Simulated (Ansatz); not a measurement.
```xyz
5

F    -1.2869   -0.7837    0.9614
B    -0.2704   -0.4270    0.1951
S     0.0548    1.3260   -0.0070
H     0.3921   -1.2685   -0.3327
H     1.1105    1.1533   -0.8168
```

Charge 0, multiplicity 1.

Q: List the PBE0/def2-TZVPP orbital energies in eV (Ansatz). (An estimate is asked.)

A: Ansatz gave: Occupied: -2422.82, -674.48, -218.21, -186.67, -162.04, -161.93, -161.89, -34.17, -21.22, -15.85, -13.90, -13.21, -12.57, -11.44, -9.22, -8.36. Lowest empty: -0.69, 0.26, 1.82, 2.02, 2.59, 3.30, 3.80, 5.17.
